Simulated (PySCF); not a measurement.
Isomers of C3H4. Gas-phase values, no solvent. Strings in code marks are SMILES.

Calculation: PBE0-D3(BJ)/def2-TZVP in PySCF 2.14.0. 

```json
[
 {"species": "`C#CC`", "HOMO (eV)": "-7.72", "HOMO–LUMO gap (eV)": "9.03", "dipole moment (D)": "0.84"},
 {"species": "`C=C=C`", "HOMO (eV)": "-7.73", "HOMO–LUMO gap (eV)": "8.05", "dipole moment (D)": "0.00"},
 {"species": "`C1=CC1`", "HOMO (eV)": "-7.23", "HOMO–LUMO gap (eV)": "7.36", "dipole moment (D)": "0.49"}
]
```
